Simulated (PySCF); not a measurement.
# quartet CH2F: levels of theory compared

Aim: a comparison of 4 runs (U-wB97X-V/STO-3G, UM06-2X/STO-3G, UCISD/STO-3G, UCCSD(T)/STO-3G) of quartet CH2F. The job is set up through a Python script.

Program for the calculation: PySCF 2.14.0.

11 further runs of the same task are left out: 3 that didn't finish, 8 set aside as unsound or not needed.

### Step 1. The system as given

CH2F: 4 atoms, total charge 0, spin state quartet. SMILES of the parent species: `[CH2]F`. The shape is that of a PBE0-D4/def2-TZVP optimisation. That shape belongs to the parent species and isn't relaxed for this state.

Bond lengths: C1–F2 1.331 Å, C1–H3 1.082 Å, C1–H4 1.082 Å. Angles: F2–C1–H3 115.1°, F2–C1–H4 115.1°, H3–C1–H4 124.6°.

### Step 2. A single-point energy at U-wB97X-V/STO-3G (run 1)

File calc.py:

```python
from pyscf import gto, dft

mol = gto.Mole()
mol.atom = [
    ('C', (-0.030100, -0.057600, -0.131100)),
    ('F', (0.950000, 0.694000, 0.364600)),
    ('H', (-0.946900, 0.472300, -0.352500)),
    ('H', (0.027000, -1.108700, 0.119000)),
]
mol.basis = 'sto-3g'
mol.max_memory = 1860
mol.spin = 3
mol.verbose = 3
mol.build()

ks = dft.UKS(mol)
ks.xc = 'wb97x-v'
ks.grids.level = 5
ks.nlcgrids.level = 1
ks.conv_tol = 1e-10
ks.kernel()
if not ks.converged:
    ks = ks.newton().run(ks.mo_coeff, ks.mo_occ)

energy = ks.e_tot
print(f'total energy: {energy:.8f} hartree')
```

Started as:

```console
$ OMP_NUM_THREADS=1 python calc.py
```

Output:

```text
WARN: HOMO 0.328811535914217 >= LUMO -0.359698641749554

WARN: HOMO 0.239336273765039 >= LUMO 0.0679468554105096

WARN: HOMO 0.174910556679147 >= LUMO -0.0122972275766454

WARN: HOMO 0.149699330716632 >= LUMO -0.00427133794412049

WARN: HOMO 0.150080988724539 >= LUMO -5.80177821106753e-05

WARN: HOMO 0.147898485854069 >= LUMO -0.00163145893097794

WARN: HOMO 0.14806273875177 >= LUMO -0.000192377684665845

WARN: HOMO 0.148106531862132 >= LUMO -3.45674915029903e-05

WARN: HOMO 0.148248262528807 >= LUMO -0.000185534443437274

WARN: HOMO 0.148196686964658 >= LUMO -0.000105029714110638

WARN: HOMO 0.148204346545606 >= LUMO -0.000115130728335577

WARN: HOMO 0.148205474722808 >= LUMO -0.00011624323705739

WARN: HOMO 0.148205170414994 >= LUMO -0.000116015946547088

converged SCF energy = -136.63474306768  <S^2> = 3.7505152  2S+1 = 4.0002576
total energy: -136.63474307 hartree
```

Wall time 14 s (1 thread of Arm Neoverse V1, shared host); peak memory 0.17 GiB.

### Step 3. A single-point energy at UM06-2X/STO-3G (run 2)

File run.py:

```python
from pyscf import gto, dft

mol = gto.Mole()
mol.atom = [
    ('C', (-0.030100, -0.057600, -0.131100)),
    ('F', (0.950000, 0.694000, 0.364600)),
    ('H', (-0.946900, 0.472300, -0.352500)),
    ('H', (0.027000, -1.108700, 0.119000)),
]
mol.verbose = 3
mol.max_memory = 1860
mol.basis = 'sto-3g'
mol.spin = 3
mol.build()

mf = dft.UKS(mol, xc='m06-2x')
mf.grids.level = 5
mf.conv_tol = 1e-10
mf.kernel()
if not mf.converged:
    mf = mf.newton().run(mf.mo_coeff, mf.mo_occ)

energy = mf.e_tot
print('E = %.10f Eh' % energy)
```

Started as:

```console
$ OMP_NUM_THREADS=1 python run.py
```

Output:

```text
WARN: HOMO 0.303153889083061 >= LUMO -0.362208724612339

WARN: HOMO 0.264561188504094 >= LUMO 0.0367833145215757

WARN: HOMO 0.20527772672474 >= LUMO -0.051379128784818

WARN: HOMO 0.172895489168314 >= LUMO -0.0433592572501754

WARN: HOMO 0.171512534772843 >= LUMO -0.0334509338648797

WARN: HOMO 0.167508232434849 >= LUMO -0.0281279913487983

WARN: HOMO 0.16859120454976 >= LUMO -0.0294539657624506

WARN: HOMO 0.167943313908316 >= LUMO -0.0287890723399086

WARN: HOMO 0.168244115608072 >= LUMO -0.0290315099692898

WARN: HOMO 0.168183768581388 >= LUMO -0.0289574975138692

WARN: HOMO 0.168166315001366 >= LUMO -0.0289414815735151

WARN: HOMO 0.168168384221584 >= LUMO -0.0289433201005919

WARN: HOMO 0.168168206959852 >= LUMO -0.0289430508787425

WARN: HOMO 0.168168255821225 >= LUMO -0.0289434667460652

WARN: HOMO 0.168168280824643 >= LUMO -0.0289434244923018

converged SCF energy = -136.660875574822  <S^2> = 3.7512404  2S+1 = 4.0006202
E = -136.6608755748 Eh
```

It took 4.8 s on 1 thread of Arm Neoverse V1, shared host; peak memory 0.18 GiB.

Run 3 isn't shown in full; the table further down has it.

### Step 4. A single-point energy at UCCSD(T)/STO-3G (run 4)

File job.py:

```python
from pyscf import gto, scf, cc

mol = gto.Mole()
mol.atom = [
    ('C', (-0.030100, -0.057600, -0.131100)),
    ('F', (0.950000, 0.694000, 0.364600)),
    ('H', (-0.946900, 0.472300, -0.352500)),
    ('H', (0.027000, -1.108700, 0.119000)),
]
mol.spin = 3
mol.basis = 'sto-3g'
mol.verbose = 3
mol.max_memory = 1860
mol.charge = 0
mol.build()

hf = scf.UHF(mol)
hf.conv_tol = 1e-10
hf.kernel()
if not hf.converged:
    hf = hf.newton().run(hf.mo_coeff, hf.mo_occ)

mycc = cc.CCSD(hf, frozen=2)
mycc.kernel()
e_t = mycc.ccsd_t()
energy = mycc.e_tot + e_t
print('Final energy', energy)
```

Started as:

```console
$ OMP_NUM_THREADS=1 python job.py
```

Output:

```text
WARN: HOMO 0.424377572593753 >= LUMO -0.388340629113848

WARN: HOMO 0.150284891703356 >= LUMO 0.0887280534372896

converged SCF energy = -136.104172626682  <S^2> = 3.757161  2S+1 = 4.0035789
E(UCCSD) = -136.1515904063787  E_corr = -0.04741777969722493
UCCSD(T) correction = -0.000445265558918292
Final energy -136.15203567193765
```

It took 0.76 s on 1 thread of Arm Neoverse V1, shared host; peak memory 0.1 GiB.

### Step 5. Overview of the runs

```
run             level  nlc grid  integration grid  energy (Eh)  dipole moment (D) of the reference   ⟨S²⟩  wall time
  1  U-wB97X-V/STO-3G         1                 5  -136.634743                                1.05  3.751       14 s
  2    UM06-2X/STO-3G         –                 5  -136.660876                                1.06  3.751      4.8 s
  3      UCISD/STO-3G         –                 –  -136.150688                                1.40  3.757     0.68 s
  4   UCCSD(T)/STO-3G         –                 –  -136.152036                                1.40  3.757     0.76 s
```

### Step 6. Summary of results

```
                                                         quantity          value
                                              run 4: total energy  -136.15204 Eh
                      run 4: dipole moment (Hartree–Fock density)         1.40 D
run 4: HOMO energy (Hartree–Fock orbitals) (highest over α and β)        0.78 eV
 run 4: LUMO energy (Hartree–Fock orbitals) (lowest over α and β)        6.20 eV
               run 4: correlation energy (2 core orbitals frozen)      -47.9 mEh
                                            run 4: (T) correction      -0.45 mEh
                         run 4: ⟨S²⟩ of the reference determinant          3.757
                                             run 4: T1 diagnostic          0.014
```

In words: Totals of different functionals can't be ranked against each other. In runs 1, 2, 3, 4 the basis is minimal, so the values are rough. All runs together took 20 s, the longest 14 s.
